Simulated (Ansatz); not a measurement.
`CN=C=CCl`, charge 0, multiplicity 1.

Task: Give a relaxed structure at PBE0-D4/def2-TZVP (the Gaussian-basis code of Ansatz). (Best estimate.)

Result: Ansatz gave: 
Cartesian coordinates in Å:
```
C -0.8058 0.6992 1.2345
N -0.2062 -0.5161 0.7235
C 0.2873 -0.6174 -0.3776
C 0.8347 -0.8265 -1.5476
Cl 2.5181 -0.5539 -1.8145
H -0.2631 0.9970 2.1334
H -1.8326 0.4791 1.5308
H -0.7969 1.5189 0.5109
H 0.2645 -1.1803 -2.3934
```
This is one stationary point; other conformers may exist.
